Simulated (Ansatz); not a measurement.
Cost and result for the atomization energy of `CC[C@H](C)[C@@H](C)CC` (26 atoms, 25 bonds).

Z-matrix (Å, degrees):
```
C
C 1 1.520
H 1 1.094 2 111.0
H 1 1.092 2 110.8 3 -119.4
H 1 1.092 2 112.5 3 120.6
C 2 1.529 1 114.8 3 -53.8
H 2 1.098 1 109.7 3 -176.6
H 2 1.093 1 108.1 3 68.3
C 6 1.539 2 111.8 1 176.8
C 6 1.524 2 111.0 1 -58.5
H 6 1.100 2 107.5 1 58.8
C 9 1.526 6 112.0 2 -178.2
C 9 1.534 6 113.8 2 -52.4
H 9 1.100 6 106.7 2 64.6
H 10 1.091 6 111.5 2 55.2
H 10 1.096 6 110.6 2 -64.6
H 10 1.090 6 112.0 2 175.0
H 12 1.093 9 110.6 6 173.9
H 12 1.094 9 111.5 6 54.2
H 12 1.091 9 112.2 6 -66.4
C 13 1.521 9 115.2 6 -58.1
H 13 1.096 9 107.6 6 -180.0
H 13 1.093 9 109.8 6 65.8
H 21 1.093 13 111.8 9 63.3
H 21 1.093 13 111.8 9 -57.3
H 21 1.092 13 110.7 9 -177.0
```

Total charge 0; spin multiplicity 1. All single points use the PBE0-D4/def2-TZVP geometry. It is one conformer, not always the lowest. Program: Ansatz. All runs use 6 threads of an AMD EPYC 7R13 on a shared host and a share of an NVIDIA H100 80 GB. Times are those of one run each, without the atoms' runs, and a repeat can differ threefold. Electronic energies, without spin–orbit coupling; frozen cores. CCSD(T)/CBS adds CCSD(T) − MP2 in def2-TZVPP to the MP2 limit, and its time is that of the two runs behind it. T1 = 0.009. B3LYP takes the VWN-RPA correlation (the form of Gaussian; ORCA's B3LYP/G).

CCSD(T)/CBS is a level of theory with its own doubt, some kJ/mol a heavy atom from the limit and from the frozen cores, so smaller differences don't rank the functionals.

```
                             level  functions  wall time
   PBE-D4/def2-TZVPP (with forces)        500      1.9 s
                PBE0-D4/def2-TZVPP        500      1.9 s
 B3LYP-D4/def2-TZVPP (with forces)        500      2.1 s
r2SCAN-D4/def2-TZVPP (with forces)        500      2.2 s
                ωB97X-V/def2-TZVPP        500      2.4 s
                 B2PLYP/def2-TZVPP        500      3.4 s
  ωB97M-V/def2-TZVPP (with forces)        500      4.1 s
                    MP2/def2-QZVPP        996       10 s
                CCSD(T)/def2-TZVPP        500       28 s
                 CCSD(T)/CBS(def2)          –       38 s
```

Task: What atomization energy does each give, and how far from CCSD(T)/CBS? (Estimate.)

Result: The calculation gave: 
```tsv
level	atomization (kcal/mol)	difference from CCSD(T)/CBS	per bond
PBE-D4/def2-TZVPP (with forces)	2517.3	39.0	1.6
PBE0-D4/def2-TZVPP	2495.3	17.0	0.7
B3LYP-D4/def2-TZVPP (with forces)	2479.3	1.0	0.0
r2SCAN-D4/def2-TZVPP (with forces)	2482.1	3.8	0.2
ωB97X-V/def2-TZVPP	2480.9	2.6	0.1
B2PLYP/def2-TZVPP	2453.2	-25.1	-1.0
ωB97M-V/def2-TZVPP (with forces)	2484.3	6.0	0.2
MP2/def2-QZVPP	2477.0	-1.3	0.0
CCSD(T)/def2-TZVPP	2429.5	-48.8	-1.9
CCSD(T)/CBS(def2)	2478.3	0.0	0.0
```

In def2-TZVPP, CCSD(T) changes the Hartree–Fock value by +544.0 kcal/mol (the triples alone add +27.6 kcal/mol) and MP2 by +563.0 kcal/mol; breaking electron pairs costs correlation energy, which Hartree–Fock lacks. From PBE to PBE0 (25 % exact exchange), in def2-TZVPP and without D4, the atomization energy moves by −19.9 kcal/mol: exact exchange takes away binding that semilocal exchange gives to molecules. The D4 term adds +22.5 kcal/mol with B3LYP and +12.3 kcal/mol with PBE0; it sums over pairs of atoms, weighted by their polarisabilities, and B3LYP, whose exchange is more repulsive, gets the larger term.
